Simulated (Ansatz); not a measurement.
For double-hcp La, PBE-D3(BJ) in Ansatz (plane waves, PAW) gives:

| Quantity | Value |
|---|---|
| lattice parameter a | 3.673 Å |
| c axis length | 11.797 Å |

What does PBE0 (Ansatz, a first-principles code, plane waves, PAW) give for the same quantities?


- lattice constant a: 3.849 Å (rises by 4.8 %)
- lattice parameter c: 12.176 Å (increases by 3.2 %)

For comparison: lattice constant a 3.774 Å (measured, 293 K, not corrected to a static lattice; as tabulated in Wikipedia's data pages); lattice parameter c 12.171 Å (measured, 293 K, not corrected to a static lattice; as tabulated in Wikipedia's data pages).

Changes are worked out from the printed values.

Unless a cell is named, each level is at its own relaxed cell (PBE-D3(BJ) 34.46, PBE0 39.06 Å³/atom).

Ansatz's density-functional and Hartree–Fock values are scalar-relativistic unless marked +SOC, with PAW data made under PBE.
